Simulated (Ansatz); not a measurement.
Run this with the Python package of Ansatz (0.2.0) and show what comes out.

The script, `ch3bs_composite.py`:
```python
'''A composite energy for CH3BS: DFT geometry, MP2 basis limit, coupled-cluster correction.'''

import itertools

import ansatz as az
from ase import Atoms
from ase.data import atomic_numbers, covalent_radii
import numpy as np

atoms = Atoms(['B', 'C', 'S', 'H', 'H', 'H'], positions=[
    (-0.6147, -0.763, -0.0913),
    (0.2651, 0.5157, 0.1405),
    (1.1163, -0.8557, 0.69),
    (-1.3252, -1.1208, -0.9325),
    (0.6786, 0.9563, -0.8071),
    (-0.078, 1.2035, 0.9542),
])
geometry = az.Crystal.molecule_from_ase(atoms)

job = (
    geometry.calculation()
    .basis(gaussian='def2-SVP')
    .functional('r2scan')
    .scf(lower_state_search='standard')
)
symbols = [site.symbol for site in geometry.cartesian_sites]
start = np.array([site.position_ang for site in geometry.cartesian_sites], dtype=float)
data = job.relax(force_tolerance=0.01).run(threads=1, pin='off').report
end = np.array(data['positions_ang'])
# pairs closer than 1.2 times the sum of covalent radii, before or after
radius = [covalent_radii[atomic_numbers[s]] for s in symbols]
span = lambda where, i, j: np.linalg.norm(where[i] - where[j])
bonded = [(i, j) for i, j in itertools.combinations(range(len(symbols)), 2) if min(span(start, i, j), span(end, i, j)) < 1.2 * (radius[i] + radius[j])]
print('pair        before    after (A)')
for i, j in bonded:
    print(f'{symbols[i]}{i}-{symbols[j]}{j}'.ljust(10), f'{span(start, i, j):8.4f} {span(end, i, j):8.4f}')

minimum = az.Crystal.molecule()
for symbol, place in zip(symbols, end):
    minimum = minimum.atom(symbol, place.tolist())
at_minimum = minimum.calculation()
# MP2 extrapolated to the basis limit, plus the small-basis difference CCSD(T) - MP2
level = lambda method, basis: at_minimum.basis(gaussian=basis).correlation(method).run(threads=1, pin='off').report
small, large, cluster = level('mp2', 'cc-pVDZ'), level('mp2', 'cc-pVTZ'), level('ccsd_t', 'cc-pVDZ')
corr = lambda each: (each['free_energy_ev'] - each['reference_energy_ev']) / 27.211386246
mp2_limit = (27 * corr(large) - 8 * corr(small)) / 19
pieces = {'HF / cc-pVTZ': large['reference_energy_ev'] / 27.211386246, 'MP2 correlation, DZ-TZ limit': mp2_limit, 'CCSD(T) - MP2 / cc-pVDZ': corr(cluster) - corr(small)}
for name, value in pieces.items():
    print(f'{name:32s} {value:14.6f} Ha')
print(f'{"sum":32s} {sum(pieces.values()):14.6f} Ha')
print('T1 diagnostic', round(cluster['correlation']['coupled_cluster']['t1_diagnostic'], 4))
```

Output of `python ch3bs_composite.py`:
```text
pair        before    after (A)
B0-C1        1.5693   1.5348
B0-S2        1.9014   1.7486
B0-H3        1.1578   1.1945
C1-S2        1.7051   1.8897
C1-H4        1.1239   1.0977
C1-H5        1.1193   1.0977
HF / cc-pVTZ                        -461.850376 Ha
MP2 correlation, DZ-TZ limit          -0.477512 Ha
CCSD(T) - MP2 / cc-pVDZ               -0.047691 Ha
sum                                 -462.375579 Ha
T1 diagnostic 0.018
```

Caveats:
- The settings weren't tested for convergence.
- The sum leaves out core correlation, relativity, the Hartree-Fock basis error and zero-point energy; a DZ-TZ extrapolation is rough.
- Inner cores stay frozen, so this is valence correlation.
- For Al to Cl the sets with a tight d function, cc-pV(X+d)Z, are usual.
- An extrapolation from small basis sets is rough.
- It ran for 27 s on 1 thread of Arm Neoverse V1, on a shared host, peak memory 0.27 GiB.
